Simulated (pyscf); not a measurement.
Optimised with ωB97X-D3(BJ)/def2-SVP in PySCF.

**Question.** What is the homolytic dissociation enthalpy (298 K, ωB97M-D3(BJ)/def2-TZVP) of the Ga–O bond of HO–Ga(AsH₂)–AsH₂, to OH• + [H₂As–Ga–AsH₂]•?

**Answer.** Ga–O to OH• + [H₂As–Ga–AsH₂]•: 100.9 kcal/mol. The 7 functionals that were run give +97.1 (B3LYP-D3(BJ)) to +103.0 kcal/mol (M06-2X). The radicals are drawn with the spin at the cut bond; how far it spreads was not checked. Other isomers of [H₂As–Ga–AsH₂]• were not searched in full and may lie lower. Left out: the spin-orbit lowering of OH. Elements up to Kr have no core potential and no relativistic terms here.
